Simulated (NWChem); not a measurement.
SiF4; SMILES F[Si](F)(F)F

```xyz
5

F      1.3593     0.7380     0.3513
Si     0.0000     0.0000     0.0000
F     -1.1101     1.0765    -0.3530
F     -0.4734    -0.8582     1.2471
F      0.2241    -0.9563    -1.2454
```
Atoms are numbered in this order, from 1.

All runs: NWChem. Structure relaxed at the PBE0/def2-SVP level. B3LYP is NWChem's, with the RPA form of VWN correlation. Vertical excitations in the gas phase; the lowest state need not have the same character in each row.

| level | lowest excitation, singlet (eV) | oscillator strength of that lowest state | lowest state with f > 0.02, singlet (eV) | orbital gap (eV) |
|---|---|---|---|---|
| PBE/aug-cc-pVDZ, TDA | 9.18 | 0.000 | 10.22 | 9.09 |
| B3LYP/aug-cc-pVDZ, TDA | … | 0.000 | … | … |
| PBE0/aug-cc-pVDZ, TDA | 10.53 | 0.000 | 11.62 | 12.14 |

### Question
What belongs in the gaps?

### Answer

- B3LYP/aug-cc-pVDZ, TDA, lowest excitation, singlet (eV): 10.21
- B3LYP/aug-cc-pVDZ, TDA, lowest state with f > 0.02, singlet (eV): 11.29
- B3LYP/aug-cc-pVDZ, TDA, orbital gap (eV): 11.46
